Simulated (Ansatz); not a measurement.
Mulliken charges of C3H4S, SMILES `C=CC=S` from PBE/def2-TZVPP in Ansatz (PBE0-D4/def2-TZVP geometry).

```tsv
atom	x (Å)	y (Å)	z (Å)	charge (e)
C1	-0.385	1.026	-0.623	-0.148
C2	-0.460	-0.163	-0.019	-0.075
C3	0.702	-0.804	0.544	0.025
S4	0.705	-2.239	1.291	-0.195
H5	0.560	1.552	-0.710	0.092
H6	-1.259	1.508	-1.046	0.111
H7	-1.404	-0.692	0.070	0.094
H8	1.635	-0.244	0.437	0.097
```

Problem. By hand: the dipole of these point charges (1 e Å = 4.8032 D).

Solution. Σ q r = (-0.090, 0.498, -0.277) e Å, of length 0.577 e Å = 2.77 D.

Problem. How does the dipole of the full density compare? (Best estimate.)

Solution. The calculation gave: (-0.116, 0.499, -0.282) e Å, 2.81 D; the point charges give 0.99 times that, at 2° from its direction.

Point charges leave out the atoms' own dipoles, such as those of lone pairs, and Mulliken's split depends on the basis, so the close match here is no proof of good charges.
